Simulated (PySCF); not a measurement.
# Gas-phase thermal properties of HBO2

Method: PySCF energies (xtb for GFN2) plus ideal-gas RRHO corrections (1 bar). Table values come from the NASA 1993 polynomials. 6-31G* has spherical d functions here. All species are closed-shell singlets. B3LYP is the form with VWN-RPA correlation. The harmonic model lacks anharmonicity and excited electronic states, which grow with temperature; levels with a mode under 35 cm⁻¹ are left out. The table's entry may be an old estimate for HBO2 (not checked at source).

| level | point group | σ | ZPE (kJ/mol) | S°298 (J/mol/K) | Cp298 (J/mol/K) | S°1000 (J/mol/K) | H1000 − H298 (kJ/mol) |
|---|---|---|---|---|---|---|---|
| table | - | - | - | 239.7 | 42.2 | 305.3 | 39.7 |
| B3LYP/6-31G* | Cs | 1 | 53.0 | 243.2 | 47.4 | 313.8 | 42.4 |
| GFN2-xTB | Cs | 1 | 50.8 | 244.2 | 49.5 | 316.3 | 43.1 |
| HF/6-31G* | Cs | 1 | 57.0 | 241.5 | 45.9 | 310.5 | 41.5 |
| PBE/def2-SVP | Cs | 1 | 52.0 | 243.9 | 48.1 | 315.1 | 42.7 |
| PBE0/def2-TZVP | Cs | 1 | 53.7 | 242.6 | 47.2 | 313.1 | 42.3 |
σ: rotational symmetry number. Electronic degeneracy used: 1. Frequencies are unscaled.
